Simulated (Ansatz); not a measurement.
Corundum Cr₂O₃ was calculated with r²SCAN+rVV10 (Ansatz, a quantum-chemistry and plane-wave program, plane waves, PAW).

Run with plane-wave cutoff 560 eV, 8×8×8 k mesh, Fermi–Dirac smearing 0.01 eV, spin-polarised with opposed moments, scalar-relativistic PAW data made under PBE.

The cell is scaled about its equilibrium volume:

Shape and atoms are relaxed at each volume.

| V (Å³/atom) | P (GPa) | direct gap at Γ (eV) | smallest gap on the k mesh (eV) | c (Å) |
|---|---|---|---|---|
| 9.171 | 10.65 | 2.921 | 2.624 | 13.444 |
| 9.362 | 5.05 | 2.907 | 2.612 | 13.526 |
| 9.553 | 0.00 | 2.886 | 2.595 | 13.608 |
| 9.744 | -4.54 | 2.861 | 2.575 | 13.691 |
| 9.935 | -8.63 | 2.834 | 2.553 | 13.774 |

The fundamental gap (2.59 eV at the equilibrium volume, with added k points) lies elsewhere than Γ–Γ.

Measured, for comparison: band gap 3.3 ± 0.1 eV (temperature not stated, not corrected to a static lattice, middle of the range; as tabulated in Medasani et al. (2019), arXiv:1904.04625).

Note: without U or exact exchange, gaps and moments of open d shells tend to come out too small; the bulk modulus comes from volumes at which shape and atoms were relaxed.
